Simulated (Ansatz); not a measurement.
Born–Oppenheimer molecular dynamics of C₃H₅ (8 atoms, charge 0, multiplicity 2). It starts at the highest image of a converged band. Of that band: Neighbouring images differ by up to 1.4 eV, so the band resolves the path poorly. A vibrational analysis at the climbing image gives one clearly imaginary mode, 1878i cm⁻¹: a first-order saddle point.

The calculation used UHF/def2-SVP (Ansatz 0.2.0).

```yaml
ensemble: NVE (velocity Verlet)
time_step: 0.5 fs
steps_asked: 200
starting_velocities_drawn_for: 100 K
seed: 5273
```

Frames 0.5 fs apart, positions in Å, forces in eV/Å.

Velocities at 45.0 fs (Å/ps):

```
H -30.60 -14.66 38.70
C 21.13 17.77 -18.23
C 1.88 1.11 -1.32
C -10.90 -10.41 10.35
H -19.74 -20.17 16.12
H -28.58 -20.70 15.94
H -32.00 -26.07 25.87
H -33.37 -19.30 13.00
```

```xyz
8
Properties=species:S:1:pos:R:3:forces:R:3 time_fs=45.0 energy_less_start_eV=-1.304 T=1774
H 0.197 0.434 -0.099 1.75 0.82 -1.61
C 0.984 0.855 -0.799 -4.30 -2.23 3.80
C 1.784 1.353 -1.481 3.71 2.07 -3.05
C -1.376 -1.123 1.137 -0.16 0.19 -0.27
H 2.565 1.804 -2.116 -1.08 -0.59 0.81
H -0.805 -1.889 0.610 -0.16 0.21 0.32
H -2.127 -0.556 0.577 0.29 -0.27 0.32
H -1.101 -0.801 2.142 -0.06 -0.19 -0.30
8
Properties=species:S:1:pos:R:3:forces:R:3 time_fs=45.5 energy_less_start_eV=-1.151 T=1580
H 0.184 0.428 -0.082 2.43 1.20 -2.24
C 0.994 0.864 -0.808 -6.43 -3.51 5.67
C 1.786 1.354 -1.482 4.67 2.66 -3.89
C -1.382 -1.129 1.143 -0.25 0.22 -0.29
H 2.554 1.793 -2.107 -0.58 -0.28 0.40
H -0.819 -1.899 0.618 -0.10 0.15 0.28
H -2.142 -0.569 0.590 0.27 -0.26 0.27
H -1.117 -0.811 2.148 0.00 -0.18 -0.19
8
Properties=species:S:1:pos:R:3:forces:R:3 time_fs=46.0 energy_less_start_eV=-0.986 T=1370
H 0.177 0.424 -0.069 2.83 1.43 -2.62
C 1.003 0.872 -0.815 -8.03 -4.46 7.08
C 1.788 1.355 -1.484 5.21 3.00 -4.38
C -1.387 -1.134 1.148 -0.33 0.25 -0.30
H 2.541 1.781 -2.097 0.08 0.10 -0.14
H -0.834 -1.909 0.627 -0.03 0.07 0.22
H -2.157 -0.583 0.604 0.22 -0.22 0.20
H -1.134 -0.822 2.153 0.06 -0.16 -0.06
8
Properties=species:S:1:pos:R:3:forces:R:3 time_fs=46.5 energy_less_start_eV=-0.851 T=1199
H 0.176 0.424 -0.064 3.01 1.55 -2.82
C 1.010 0.879 -0.821 -9.03 -5.06 7.97
C 1.791 1.357 -1.486 5.24 3.02 -4.43
C -1.393 -1.139 1.153 -0.38 0.28 -0.30
H 2.529 1.770 -2.087 0.86 0.55 -0.78
H -0.849 -1.918 0.636 0.04 -0.02 0.16
H -2.172 -0.598 0.619 0.15 -0.18 0.12
H -1.151 -0.832 2.159 0.12 -0.14 0.07
8
Properties=species:S:1:pos:R:3:forces:R:3 time_fs=47.0 energy_less_start_eV=-0.777 T=1105
H 0.183 0.428 -0.065 3.02 1.57 -2.85
C 1.016 0.885 -0.826 -9.37 -5.28 8.30
C 1.795 1.359 -1.490 4.74 2.74 -4.04
C -1.398 -1.144 1.158 -0.42 0.29 -0.27
H 2.518 1.760 -2.080 1.69 1.01 -1.46
H -0.863 -1.928 0.646 0.11 -0.12 0.10
H -2.186 -0.613 0.633 0.07 -0.12 0.03
H -1.167 -0.843 2.165 0.17 -0.12 0.19
8
Properties=species:S:1:pos:R:3:forces:R:3 time_fs=47.5 energy_less_start_eV=-0.786 T=1117
H 0.196 0.435 -0.072 2.86 1.51 -2.73
C 1.019 0.890 -0.829 -9.06 -5.10 8.05
C 1.801 1.362 -1.494 3.84 2.23 -3.30
C -1.404 -1.149 1.163 -0.42 0.31 -0.23
H 2.512 1.753 -2.075 2.42 1.42 -2.06
H -0.878 -1.938 0.657 0.17 -0.20 0.04
H -2.200 -0.628 0.648 -0.03 -0.05 -0.06
H -1.183 -0.855 2.171 0.21 -0.10 0.30
8
Properties=species:S:1:pos:R:3:forces:R:3 time_fs=48.0 energy_less_start_eV=-0.884 T=1243
H 0.217 0.446 -0.087 2.51 1.33 -2.43
C 1.021 0.894 -0.830 -8.11 -4.55 7.25
C 1.807 1.366 -1.499 2.77 1.60 -2.41
C -1.410 -1.154 1.167 -0.40 0.31 -0.17
H 2.511 1.749 -2.076 2.89 1.66 -2.45
H -0.892 -1.948 0.667 0.22 -0.27 -0.01
H -2.214 -0.643 0.663 -0.12 0.01 -0.15
H -1.198 -0.866 2.178 0.25 -0.09 0.37
8
Properties=species:S:1:pos:R:3:forces:R:3 time_fs=48.5 energy_less_start_eV=-1.057 T=1461
H 0.244 0.461 -0.107 1.90 1.02 -1.89
C 1.021 0.897 -0.830 -6.57 -3.67 5.92
C 1.813 1.370 -1.505 1.77 1.01 -1.57
C -1.416 -1.159 1.172 -0.36 0.30 -0.09
H 2.518 1.749 -2.083 2.94 1.68 -2.50
H -0.905 -1.959 0.677 0.25 -0.31 -0.04
H -2.228 -0.658 0.677 -0.20 0.06 -0.23
H -1.213 -0.878 2.185 0.27 -0.08 0.40
8
Properties=species:S:1:pos:R:3:forces:R:3 time_fs=49.0 energy_less_start_eV=-1.250 T=1703
H 0.275 0.477 -0.132 0.97 0.51 -1.04
C 1.020 0.899 -0.829 -4.47 -2.47 4.09
C 1.820 1.374 -1.510 0.99 0.53 -0.89
C -1.422 -1.163 1.177 -0.31 0.28 -0.01
H 2.531 1.752 -2.095 2.56 1.46 -2.19
H -0.918 -1.971 0.687 0.26 -0.32 -0.06
H -2.243 -0.674 0.691 -0.26 0.09 -0.29
H -1.227 -0.890 2.194 0.28 -0.09 0.39
8
Properties=species:S:1:pos:R:3:forces:R:3 time_fs=49.5 energy_less_start_eV=-1.383 T=1868
H 0.308 0.495 -0.159 -0.37 -0.23 0.19
C 1.018 0.901 -0.826 -1.87 -0.99 1.79
C 1.828 1.378 -1.516 0.44 0.18 -0.42
C -1.428 -1.168 1.182 -0.26 0.26 0.07
H 2.551 1.760 -2.113 1.83 1.07 -1.59
H -0.931 -1.984 0.697 0.24 -0.30 -0.06
H -2.259 -0.689 0.704 -0.29 0.11 -0.32
H -1.241 -0.902 2.204 0.28 -0.10 0.34
8
Properties=species:S:1:pos:R:3:forces:R:3 time_fs=50.0 energy_less_start_eV=-1.382 T=1864
H 0.341 0.512 -0.185 -2.07 -1.19 1.78
C 1.015 0.903 -0.824 1.09 0.71 -0.87
C 1.835 1.382 -1.522 0.07 -0.08 -0.09
C -1.434 -1.173 1.187 -0.21 0.22 0.15
H 2.575 1.770 -2.134 0.94 0.59 -0.85
H -0.942 -1.997 0.707 0.20 -0.24 -0.04
H -2.275 -0.703 0.716 -0.29 0.11 -0.34
H -1.254 -0.914 2.214 0.27 -0.12 0.26
8
Properties=species:S:1:pos:R:3:forces:R:3 time_fs=50.5 energy_less_start_eV=-1.237 T=1685
H 0.369 0.527 -0.208 -3.88 -2.25 3.50
C 1.013 0.904 -0.822 4.06 2.42 -3.56
C 1.842 1.386 -1.528 -0.19 -0.26 0.15
C -1.440 -1.178 1.192 -0.18 0.18 0.21
H 2.601 1.781 -2.158 0.05 0.12 -0.11
H -0.954 -2.011 0.717 0.15 -0.16 -0.01
H -2.292 -0.718 0.728 -0.24 0.09 -0.32
H -1.266 -0.927 2.225 0.25 -0.13 0.14
```

Of the whole run (100 fs, mean temperature of the second half 1457 K): The conserved energy stayed within 1.8 meV per atom of its start (net change 0.1 meV per atom), so the integration is sound. The system heated up, since it started high on the potential surface and ran downhill. A run of 0.1 ps of so small a system gives no equilibrium averages.

The run took 100 s on 1 thread of Intel(R) Xeon(R) 6975P-C (Granite Rapids), on a shared host, peak memory 0.14 GiB.
